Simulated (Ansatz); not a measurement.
**Smallest direct gap on the k points sampled of B20 (FeSi-type) FeSi at several levels of theory**

No measured value is used here.

| level (code) | value (eV) | cell (Å³/atom) |
|---|---|---|
| LDA (Ansatz) | 0.14 | 11.29 |
| BLYP (Ansatz) | 0.18 | 11.29 |
| PBE (Ansatz) | 0.16 | 11.29 |
| PBEsol (Ansatz) | 0.15 | 11.29 |
| RPBE (Ansatz) | 0.17 | 11.29 |
| r²SCAN (Ansatz) | [?] | 11.29 |
| HSE06 (Ansatz) | [?] | 11.29 |
| PBE0 (Ansatz) | [?] | 10.50 |
| r²SCAN0 (Ansatz) | 2.48 | 11.29 |

Problem. Complete the blanks.

Solution. 
- r²SCAN (Ansatz, a program for electronic structure), value (eV): 0.32
- HSE06 (Ansatz), value (eV): 1.47
- PBE0 (Ansatz), value (eV): 2.24

At these levels the smallest gap is indirect and lower: PBE0 2.19 eV. Computed values are for a static lattice. The crystal itself was run without spin with LDA, BLYP, PBE, PBEsol, RPBE, r²SCAN, HSE06, PBE0, r²SCAN0; a magnetic state was not tried in these runs. Values are at the measured cell; PBE0 at the level's own equilibrium cell. Cutoffs and k meshes differ between the levels. Ansatz's density-functional and Hartree–Fock values are scalar-relativistic unless marked +SOC, with PAW data made under PBE.
